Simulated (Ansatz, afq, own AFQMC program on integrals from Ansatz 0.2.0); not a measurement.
**Where AFQMC and coupled cluster stand for H₃O, doublet**

```xyz
4

O    -0.1780   -0.0491    0.0000
H    -0.4273    0.8775    0.0000
H     1.2540   -0.0491    0.0000
H     1.9990   -0.0491    0.0000
```

Basis cc-pVTZ. Noble-gas cores (and the filled d shells of Ga–Kr and In–Xe) are frozen. AFQMC by an in-house program on the Cholesky factors that Ansatz 0.2.0 writes for its CCSD(T) run. ph-AFQMC/CISD is guided by a CISD state made of CCSD amplitudes; releasing the constraint for a short imaginary time cuts its bias at the price of noise, slowly where states lie close. Uncertainties: one standard error, sampling alone.

Determinant: UHF, the one that the program's search chose, which needn't be the lowest solution. The geometry is a point of a scan.

No full CI on the walks' own integrals is used here; CCSDT(Q) serves as the reference and is uncertain by about the last step of the cluster series.

```
T1 diagnostic                               : 0.0213
weight of the determinant in the CISD state : 0.923
⟨S²⟩ of the determinant                     : 0.767
size of the correlated space                : 9 electrons in 71 orbitals
```

| level | correlation energy (eV) |
| --- | --- |
| MP2 | -6.6382 |
| CCSD | -7.2155 |
| CCSD(T) | -7.3981 |

Problem. Estimate where AFQMC with the constraint released lies against CCSD(T) on the same integrals.

Solution. 1.8 ± 0.5 kJ/mol below CCSD(T).

Reference: CCSDT(Q), correlation energy -7.418 eV. The released energy is read at 2.40 1/Eh (meV from the phaseless value at times in 1/Eh: -7 ± 3 at 0.24, -10 ± 3 at 0.51, -8 ± 3 at 0.99, -20 ± 4 at 1.62, -10 ± 5 at 2.40).

```
         level  E − E(reference) (kJ/mol)  share of correlation (%)
       CCSD(T)                        1.9                     99.73
         CCSDT                        0.7                     99.90
   ph-AFQMC/HF                  1.5 ± 2.3                     99.79
 ph-AFQMC/CISD                  1.1 ± 0.2                     99.85
released AFQMC                  0.1 ± 0.5                     99.99
```

A walk keeps the symmetry of its determinant, which the program's search chose and which needn't be the lowest solution, so a lower state of the same spin and another symmetry isn't excluded. Released energies are given only where the last usable release times agree within the noise; a slower fall can still hide under it.
